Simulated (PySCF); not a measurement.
Ethylene, C₂H₄, SMILES C=C, point group D2h.

Level: B3LYP/pcJ-1 in PySCF (density fitting, grid level 2); geometry and Hessian at that level, cubic constants and property derivatives from steps of ±0.6 along each species' dimensionless normal coordinates, second-order vibrational perturbation theory. The parent has the commonest isotopes.

Equilibrium geometry (Å):

```json
{"atom": "C1", "x": "-0.6024", "y": "0.2685", "z": "-0.0730"}
{"atom": "C2", "x": "0.6065", "y": "-0.2659", "z": "0.0442"}
{"atom": "H3", "x": "-1.3354", "y": "0.2013", "z": "0.7227"}
{"atom": "H4", "x": "-0.9088", "y": "0.7953", "z": "-0.9694"}
{"atom": "H5", "x": "0.9129", "y": "-0.7927", "z": "0.9406"}
{"atom": "H6", "x": "1.3396", "y": "-0.1986", "z": "-0.7514"}
```

(1) How much do zero-point and thermal motion change the parent's shieldings?

(2) And the bond lengths, in the parent and with ²H at 3?

(3) What are the dipole moments?

(4) How do the spin–spin couplings change (quoted for ¹H, ¹³C, ¹⁵N, ¹⁷O and so on whatever the masses)?

The study (114 SCF points, 94 basis functions) took 4.9 min on 1 thread of Arm Neoverse V2, shared host (rough), peak memory 0.43 GiB, launched as `OMP_NUM_THREADS=1 python ens_run.py task.json out`.

Results:

(1) 
```tsv
atom	σe (ppm)	anharmonic part, 0 K	harmonic part, 0 K	Δσ at 0 K	Δσ at 100 K	Δσ at 298.15 K
C1	49.29	-1.59	-3.54	-5.13	-5.17	-5.27
H3	26.03	-0.17	-0.34	-0.51	-0.52	-0.52
```

(2) 
```csv
bond,re (Å),⟨r⟩ at 0 K,between mean positions,"⟨r⟩, labelled"
C1–C2,1.3270,1.3337,1.3329,1.3336
C1–H3,1.0839,1.1044,1.0917,1.0990
```

(3) 0.000 D at equilibrium; averaged at 0 K: parent 0.000 D; ²H at 3 0.009 D; ¹³C at 1 0.000 D. Measured: 0 D (NIST CCCBDB Release 22 (SRD 101), experimental dipoles).

(4) ¹J(C1,C2) 79.5 → 80.7, ¹J(C1,H3) 165.0 → 169.9, ¹J(C1,H4) 165.0 → 169.9, ²J(C1,H5) -1.6 → -2.9, ²J(C1,H6) -1.6 → -2.9, ²J(C2,H3) -1.6 → -2.9, ²J(C2,H4) -1.6 → -2.9, ¹J(C2,H5) 165.0 → 169.9, ¹J(C2,H6) 165.0 → 169.9, ²J(H3,H4) 2.1 → 2.4, ³J(H3,H5) 12.7 → 13.9, ³J(H3,H6) 20.2 → 22.5, ³J(H4,H5) 20.2 → 22.5, ³J(H4,H6) 12.7 → 13.9, ²J(H5,H6) 2.1 → 2.4 Hz (equilibrium → 0 K average).
